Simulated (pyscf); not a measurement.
H₃C–Cd–CH₃ + ammonia (NH₃) → H₃C–Cd–NH₂ + methane (CH₄), a four-centre exchange (singlet surface; C–Cd, H–N broken, Cd–N, C–H formed). Optimised with ωB97X-D3(BJ)/def2-SVP in PySCF. Energies in kcal/mol from the separated reactants.

AM1 to PM7: differences of heats of formation from MOPAC, which are fitted to 298 K values and so differ in kind from electronic energies by zero-point and thermal terms. 

### Question
In single points PM3 puts the saddle at 30.7 kcal/mol and the reaction energy at +9.4 kcal/mol. Should these be trusted to within a few kcal/mol? Compare with ωB97M-D3(BJ)/def2-TZVP.

### Answer
ωB97M-D3(BJ)/def2-TZVP gives ΔE‡ = 31.5 kcal/mol and ΔE = -4.5 kcal/mol. PM3 lies 0.8 kcal/mol under it in the barrier and 13.8 kcal/mol over it in the reaction energy, so on this step it does not hold to within 3.0 kcal/mol. ωB97M-D3(BJ)/def2-TZVP has limits of its own. On the reactant side the descent ends in a bound adduct (not fully relaxed), 8.2 kcal/mol under the separated species and 39.0 kcal/mol under the saddle at ωB97X-D3(BJ)/def2-TZVP. One saddle was located; it need not be the lowest between these sides. In the def2 sets elements past Kr carry core potentials, without spin-orbit coupling.
